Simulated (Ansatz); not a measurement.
fcc Sr was calculated with HSE06-D3(BJ) (Ansatz, a quantum-chemistry and plane-wave program, PAW).

Run with plane-wave cutoff 460 eV, 10×10×10 k mesh, Fermi–Dirac smearing 0.05 eV, scalar-relativistic PAW data made under PBE.

Cell (relaxed at this level):

Sr has the cubic space group Fm-3m (No. 225), the fcc (Cu type) structure, Pearson symbol cF4. Conventional cell: a = 5.960 Å, b = 5.960 Å, c = 5.960 Å, α = 90.00°, β = 90.00°, γ = 90.00°. Sr on 4a has 12 Sr at 4.214 Å (cuboctahedral). (Neighbours: up to the widest gap in distance over summed covalent radii, below 1.35, at either atom.)
(The calculation used a cell of 1 atom; values per cell refer to that cell.)

Task: Give the computed bulk modulus and pressure derivative B′ of the bulk modulus.

Result: 
* **bulk modulus**: 11.8 GPa
* **pressure derivative B′ of the bulk modulus**: 2.6

Measured, for comparison: bulk modulus 12.5 GPa (corrected for temperature and zero-point phonon effects, our sources range from 12.0 to 12.5; as tabulated in Levämäki et al. (2014), arXiv:1402.3671). Computed (rounded) less measured: bulk modulus -6 % (-2 % to -6 % over the range).

Static lattice: no zero-point or thermal effects.

Cost on a shared machine: about 8 core-minutes (a rough figure).
